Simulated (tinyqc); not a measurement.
Worked calculation: FCI on RHF in the sto-3g basis, frozen core, for HF, spin multiplicity 1. One step of it, computed by the program tinyqc.

Problem. Iteration 1: building the Fock matrix. J_ij = sum D_kl (ij|kl), K_ij = sum D_kl (ik|jl); F = H + J - 0.5 K; E = tr D H + tr D J / 2 - 0.25 tr D K + E_nn.

D at the start, order 1F 1s, 1F 2s, 1F 2px, 1F 2py, 1F 2pz, 2H 1s:
```
[[2.156902, -0.506857, 0.000000, 0.000000, 0.012697, -0.015268],
 [-0.506857, 2.135043, 0.000000, 0.000000, -0.069163, 0.052578],
 [0.000000, 0.000000, 1.636765, 0.000000, 0.000000, 0.000000],
 [0.000000, 0.000000, 0.000000, 1.636765, 0.000000, 0.000000],
 [0.012697, -0.069163, 0.000000, 0.000000, 1.536429, 0.170736],
 [-0.015268, 0.052578, 0.000000, 0.000000, 0.170736, 1.012099]]
```

core Hamiltonian H = T + V (hartree), order 1F 1s, 1F 2s, 1F 2px, 1F 2py, 1F 2pz, 2H 1s:
```
[[-40.497483, -9.502112, 0.000000, 0.000000, -0.010094, -1.225305],
 [-9.502112, -10.974960, 0.000000, 0.000000, -0.124833, -2.814321],
 [0.000000, 0.000000, -8.648921, 0.000000, 0.000000, 0.000000],
 [0.000000, 0.000000, 0.000000, -8.648921, 0.000000, 0.000000],
 [-0.010094, -0.124833, 0.000000, 0.000000, -8.719060, -1.964583],
 [-1.225305, -2.814321, 0.000000, 0.000000, -1.964583, -4.637441]]
```

Two-electron integrals (ij|kl) in chemists' order, unique and non-zero (hartree):
```
(11|11) 5.403501   (21|11) 0.841920   (21|21) 0.156299   (22|11) 1.268028
(22|21) 0.292344   (22|22) 0.926167   (31|31) 0.027998   (32|31) 0.043169
(32|32) 0.204588   (33|11) 1.264502   (33|21) 0.292403   (33|22) 0.925959
(33|33) 0.997514   (41|41) 0.027998   (42|41) 0.043169   (42|42) 0.204588
(43|43) 0.053770   (44|11) 1.264502   (44|21) 0.292403   (44|22) 0.925959
(44|33) 0.889973   (44|44) 0.997514   (51|51) 0.027998   (52|51) 0.043169
(52|52) 0.204588   (53|53) 0.053770   (54|54) 0.053770   (55|11) 1.264502
(55|21) 0.292403   (55|22) 0.925959   (55|33) 0.889973   (55|44) 0.889973
(55|55) 0.997514   (61|11) 0.109021   (61|21) 0.020079   (61|22) 0.037354
(61|33) 0.037296   (61|44) 0.037296   (61|51) 0.000817   (61|52) 0.001539
(61|55) 0.037476   (61|61) 0.002606   (62|11) 0.289322   (62|21) 0.067656
(62|22) 0.240709   (62|33) 0.237112   (62|44) 0.237112   (62|51) 0.004612
(62|52) 0.036705   (62|55) 0.247662   (62|61) 0.008828   (62|62) 0.078440
(63|31) 0.006922   (63|32) 0.041623   (63|53) 0.007633   (63|63) 0.011373
(64|41) 0.006922   (64|42) 0.041623   (64|54) 0.007633   (64|64) 0.011373
(65|11) 0.202441   (65|21) 0.047928   (65|22) 0.182531   (65|33) 0.174844
(65|44) 0.174844   (65|51) 0.009771   (65|52) 0.067871   (65|55) 0.197694
(65|61) 0.006502   (65|62) 0.073034   (65|65) 0.078894   (66|11) 0.463164
(66|21) 0.110067   (66|22) 0.452506   (66|33) 0.437699   (66|44) 0.437699
(66|51) 0.008948   (66|52) 0.101397   (66|55) 0.481648   (66|61) 0.014435
(66|62) 0.193588   (66|65) 0.209810   (66|66) 0.774606
```

nuclear repulsion = 4.25231687 hartree

Give: Coulomb J; exchange K; Fock matrix F; total energy of this density.

Solution.

Coulomb J (hartree), order 1F 1s, 1F 2s, 1F 2px, 1F 2py, 1F 2pz, 2H 1s:
```
[[20.156, 3.822, 0.000, 0.000, 0.008, 0.492],
 [3.822, 9.414, 0.000, 0.000, 0.102, 2.450],
 [0.000, 0.000, 9.391, 0.000, 0.000, 0.000],
 [0.000, 0.000, 0.000, 9.391, 0.000, 0.000],
 [0.008, 0.102, 0.000, 0.000, 9.434, 1.892],
 [0.492, 2.450, 0.000, 0.000, 1.892, 4.888]]
```

exchange K (hartree), order 1F 1s, 1F 2s, 1F 2px, 1F 2py, 1F 2pz, 2H 1s:
```
[[11.271, 1.937, 0.000, 0.000, 0.007, 0.276],
 [1.937, 3.117, 0.000, 0.000, 0.065, 0.982],
 [0.000, 0.000, 2.275, 0.000, 0.000, 0.000],
 [0.000, 0.000, 0.000, 2.275, 0.000, 0.000],
 [0.007, 0.065, 0.000, 0.000, 2.316, 0.702],
 [0.276, 0.982, 0.000, 0.000, 0.702, 1.188]]
```

Fock matrix F (hartree), order 1F 1s, 1F 2s, 1F 2px, 1F 2py, 1F 2pz, 2H 1s:
```
[[-25.977, -6.648, 0.000, 0.000, -0.006, -0.871],
 [-6.648, -3.119, 0.000, 0.000, -0.055, -0.855],
 [0.000, 0.000, -0.395, 0.000, 0.000, 0.000],
 [0.000, 0.000, 0.000, -0.395, 0.000, 0.000],
 [-0.006, -0.055, 0.000, 0.000, -0.443, -0.424],
 [-0.871, -0.855, 0.000, 0.000, -0.424, -0.343]]
```

total energy of this density = -99.21658 hartree

This density is the starting one; it is not idempotent, so its energy is not variational and may lie below the converged one.
